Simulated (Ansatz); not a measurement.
We consider anatase TiO2 (metastable phase), described by LDA (plane waves, PAW; Ansatz, a first-principles code).

Numerical settings: plane-wave cutoff 520 eV, 12×12×12 k mesh, Fermi–Dirac smearing 0.01 eV, no spin polarisation, scalar-relativistic PAW data made under PBE.

Response to compression and expansion:

Shape and atoms are relaxed at each volume.

```csv
V (Å³/atom),P (GPa),direct gap at Γ (eV),smallest gap on the k mesh (eV),c (Å)
10.578,8.07,2.638,2.004,9.159
10.798,3.93,2.621,2.052,9.312
11.018,0.00,2.597,2.088,9.455
11.239,-3.71,2.567,2.114,9.587
11.459,-7.18,2.533,2.130,9.709
```

The fundamental gap (2.08 eV at the equilibrium volume, with added k points) lies elsewhere than Γ–Γ.

Note: the bulk modulus comes from volumes at which shape and atoms were relaxed.
